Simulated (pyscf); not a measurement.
H₂O (SMILES O) + HO–Al(Cl)–Cl (SMILES [OH][Al]([Cl])[Cl]) → HO–Al(Cl)–Cl (SMILES [OH][Al]([Cl])[Cl]) + H₂O (SMILES O) (four-centre exchange; singlet surface; H–O, Al–O broken, Al–O, H–O formed). PySCF, gas phase, ωB97X-D3(BJ)/def2-SVP geometries. Energies in kcal/mol from the separated reactants.

| level | barrier | reaction energy |
|---|---|---|
| ωB97X-D3(BJ)/def2-TZVP | -17.9 | 0.0 |
| PBE/def2-TZVP | -17.9 | 0.0 |
| r²SCAN/def2-TZVP | (withheld) | 0.0 |
| B3LYP-D3(BJ)/def2-TZVP | (withheld) | 0.0 |
| M06-2X/def2-TZVP | -19.6 | 0.0 |
| ωB97M-D3(BJ)/def2-TZVP | -16.9 | 0.0 |

What belongs in the gaps?


- r²SCAN/def2-TZVP, barrier: -19.7
- B3LYP-D3(BJ)/def2-TZVP, barrier: -16.8

On the reactant side the descent ends in an adduct with a Al–O contact, 29.1 kcal/mol under the separated species and 11.2 kcal/mol under the saddle at ωB97X-D3(BJ)/def2-TZVP. On the product side the descent ends in an adduct with a Al–O contact, 29.1 kcal/mol under the separated species and 11.2 kcal/mol under the saddle at ωB97X-D3(BJ)/def2-TZVP. At ωB97X-D3(BJ)/def2-TZVP, PBE, r²SCAN, B3LYP-D3(BJ), M06-2X, ωB97M-D3(BJ) the saddle lies under the separated reactants, which points to a path from their complex (located at ωB97X-D3(BJ) alone). At ωB97X-D3(BJ)/def2-TZVP, PBE, r²SCAN, B3LYP-D3(BJ), M06-2X, ωB97M-D3(BJ) the saddle lies under the separated products, which points to a path from their complex (located at ωB97X-D3(BJ) alone). What is counted as formed (Al–O) is already present as a longer contact in the reactant adduct; forming that adduct is a step of its own. What is counted as broken (Al–O) persists as a longer contact in the product adduct; parting that adduct is a step of its own. This is the saddle that the search found; another between the same sides may lie lower.
